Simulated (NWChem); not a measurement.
## Correlation energy of N (+1)

```
N
```
Charge +1, spin multiplicity 3.

Program: NWChem.

Basis set: def2-QZVP. Each correlation energy counts from its own Hartree-Fock reference.

The correlated methods keep 1 core orbital frozen. No SCF solution was tested for a lower state. Open-shell Hartree-Fock references start from PBE0 orbitals. Coupled-cluster values serve here as a point of comparison, not as the truth.

```json
[
 {"method": "UMP2", "correlation energy (mHa)": "(withheld)"},
 {"method": "SCS-UMP2", "correlation energy (mHa)": "-80.5"},
 {"method": "CCSD on UHF", "correlation energy (mHa)": "-96.9"},
 {"method": "CCSD[T] on UHF", "correlation energy (mHa)": "-98.8"},
 {"method": "CCSD(T) on UHF", "correlation energy (mHa)": "-98.7"},
 {"method": "CCSD on ROHF", "correlation energy (mHa)": "(withheld)"},
 {"method": "CCSD[T] on ROHF", "correlation energy (mHa)": "-104.5"},
 {"method": "CCSD(T) on ROHF", "correlation energy (mHa)": "-104.5"}
]
```

What belongs in the gaps?


- UMP2, correlation energy (mHa): -77.1
- CCSD on ROHF, correlation energy (mHa): -102.5
